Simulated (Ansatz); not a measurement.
A made-up structure of CH₂NSi, doublet:

```
5
angstrom
C -0.4723 0.4358 -0.4545
Si 0.5633 -0.5198 0.5421
N -0.0170 -0.7039 -1.2454
H -0.7390 0.1135 -1.4536
H -0.8758 1.3765 -0.1005
```

It is relaxed with PBE-D4/def2-SVP and then PBE0-D4/def2-TZVP (Ansatz 0.2.0). Atoms count as bonded within 1.22 times the sum of their covalent radii (H–H: 0.88 Å). The end point is not checked to be a true minimum.

**Question.** Does its bonding change? (A judgement: the text doesn't fix the answer.)

**Answer.** By the calculation: Yes. Formed: none; broken: C1–H4.

Where it ends: The first stage lowers the energy by 3.66 eV in 16 steps. It ends as CH₂NSi ([CH]1[NH][Si]1):
C1  (-0.335, 0.604, -0.094)
Si2  (0.546, -0.799, 0.524)
N3  (-0.073, -0.205, -1.144)
H4  (-0.716, -0.385, -1.907)
H5  (-0.963, 1.487, -0.091)
(Å)

Labels in which every atom is bracketed show which atoms are joined, not bond orders.

For scale, one of the runs: PBE0-D4/def2-TZVP relaxation, 111 basis functions, launched by `ansatz run in.yaml --threads 2 --pin off --events-out ev --progress --plain --max-ram 4352MiB`. The run took about 31 s on 2 CPU threads of an Arm Neoverse V1 (shared host).
